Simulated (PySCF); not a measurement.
## methacrolein: 4 charge schemes on one density

Compound: methacrolein, C4H6O.
Structure used (PBE0-D3(BJ)/def2-TZVP), in Å, numbered top down from 1:
```xyz
11
C4H6O angstrom
C     -0.018    1.404   -0.451
C      0.045    0.122   -0.092
C     -0.731   -0.501    1.016
C      0.959   -0.749   -0.857
O      1.109   -1.925   -0.647
H     -0.667    2.112    0.050
H      0.589    1.779   -1.270
H     -1.277   -1.375    0.654
H     -1.433    0.206    1.457
H     -0.056   -0.863    1.796
H      1.520   -0.234   -1.666
```

Density: PBE0/pcSseg-2 (PySCF); schemes: Mulliken, IAO, Hirshfeld and ESP-fitted. The structure is a single PBE0-D3(BJ)/def2-TZVP conformer in the gas phase; no vibrational or solvent corrections.

Q: Which atoms carry the highest charge in the Mulliken, IAO, Hirshfeld and ESP-fitted schemes?

A: All schemes agree: Mulliken C4 (+0.277); IAO C4 (+0.252); Hirshfeld C4 (+0.114); ESP-fitted C4 (+0.328).

Q: For which atoms does the sign change between the 4 schemes (beyond +0.03 e in one, beyond −0.03 e in another)?

A: C2.

Q: Do the Mulliken, IAO, Hirshfeld and ESP-fitted schemes agree on where the charge is lowest?

A: The schemes don't all agree: Mulliken O5 (-0.370); IAO C3 (-0.441); Hirshfeld O5 (-0.228); ESP-fitted C1 (-0.627).

Q: Tabulate the Mulliken, IAO, Hirshfeld and ESP-fitted charges.

A: In e:

```csv
atom,environment,Mulliken,IAO,Hirshfeld,ESP-fitted
C1,terminal =CH2 carbon,-0.042,-0.289,-0.074,-0.627
C2,fully substituted alkene carbon,-0.092,-0.019,0.000,+0.323
C3,allylic carbon,+0.013,-0.441,-0.124,-0.551
C4,aldehyde carbon,+0.277,+0.252,+0.114,+0.328
O5,aldehyde oxygen,-0.370,-0.405,-0.228,-0.433
H6,vinylic hydrogen,+0.065,+0.162,+0.059,+0.253
H7,vinylic hydrogen,+0.057,+0.157,+0.053,+0.207
H8,methyl hydrogen,+0.045,+0.170,+0.054,+0.166
H9,methyl hydrogen,+0.021,+0.151,+0.050,+0.155
H10,methyl hydrogen,+0.044,+0.169,+0.055,+0.167
H11,formyl hydrogen,-0.018,+0.096,+0.042,+0.013
```

Mean size of the charges over all atoms: ESP-fitted 0.293 e, IAO 0.210 e, Mulliken 0.095 e, Hirshfeld 0.077 e. Each set sums to the total charge, 0, to within 0.001 e. The ESP scheme fits charges at the nuclei, held to the total charge, to the electrostatic potential on points at 1.4 to 2.0 times the van der Waals radii. The Hirshfeld scheme divides the density at each point in proportion to the densities of the neutral, spherically averaged free atoms.

Q: Sum the charges by element, for elements with more than one atom.

A: 
```tsv
element	atoms	Mulliken	IAO	Hirshfeld	ESP-fitted
C	4	+0.156	-0.498	-0.084	-0.528
H	6	+0.214	+0.903	+0.312	+0.961
```

Q: How closely do the schemes follow one another over all atoms?

A: Correlation coefficient and root-mean-square difference: IAO with Hirshfeld 0.95, 0.153 e; IAO with ESP-fitted 0.91, 0.156 e; Hirshfeld with ESP-fitted 0.84, 0.266 e; Mulliken with Hirshfeld 0.83, 0.085 e; Mulliken with IAO 0.68, 0.180 e; Mulliken with ESP-fitted 0.52, 0.293 e.

The run behind these numbers computed NMR shieldings as well. On one thread of an Arm Neoverse V1 (shared host), this took 27 s and 1.1 GiB of memory at its peak.
